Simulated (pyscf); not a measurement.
methane (CH₄) + S=Zn → H₃C–Zn–SH, an addition across a multiple bond or ene-type step (singlet surface; C–H broken, C–Zn, H–S formed). Optimised with ωB97X-D3(BJ)/def2-SVP in PySCF. MP2 and CC: frozen core, UHF for open shells. ΔMP2 is the change of the MP2 total energy from the triple- to the quadruple-zeta basis. Energies in kcal/mol from the separated reactants.

Small-basis levels: PySCF, no dispersion term, spherical d functions. GFN2-xTB: tblite. Cost: rough CPU time at the saddle relative to B3LYP/6-31G*+LANL2DZ, from one job on a shared machine.

| level | barrier | reaction energy | cost |
|---|---|---|---|
| MP2/6-31G*+LANL2DZ | 38.9 | -39.0 | 0.1 |
| BP86/6-31G*+LANL2DZ | 29.8 | -32.6 | 1 |
| PBE/6-31G*+LANL2DZ | 28.0 | -34.1 | 1 |
| B3LYP/STO-3G | 47.6 | -9.0 | 2 |
| B3LYP/3-21G | 17.9 | -52.7 | 0.8 |
| B3LYP/LANL2DZ | 38.1 | -28.0 | 0.7 |
| B3LYP/6-31G*+LANL2DZ | 36.6 | -33.2 | 1 |
| PBE/def2-SVP | 17.9 | -50.3 | 2 |
| GFN2-xTB | 42.1 | -2.2 | under 0.02 |
| CCSD(T)/def2-TZVPP + ΔMP2(QZVPP) | 26.8 | -49.1 | – |

Against the last row the barrier runs from -8.9 (B3LYP/3-21G) to +20.8 kcal/mol (B3LYP/STO-3G). CCSD(T)/def2-TZVPP + ΔMP2(QZVPP) has limits of its own. On the reactant side the descent ends in a bound adduct, 8.5 kcal/mol under the separated species and 36.6 kcal/mol under the saddle at ωB97X-D3(BJ)/def2-TZVP. One saddle was located; it need not be the lowest between these sides. The CCSD(T) − MP2 part came from Ansatz, without density fitting, on the same reference. The frozen core leaves the outer d or s,p core shells of the metals and heavy elements correlated in the MP2 and CC values, and def2-TZVPP describes them poorly, which can shift differences by a few kcal/mol. In the def2 sets elements up to Kr have no core potential.
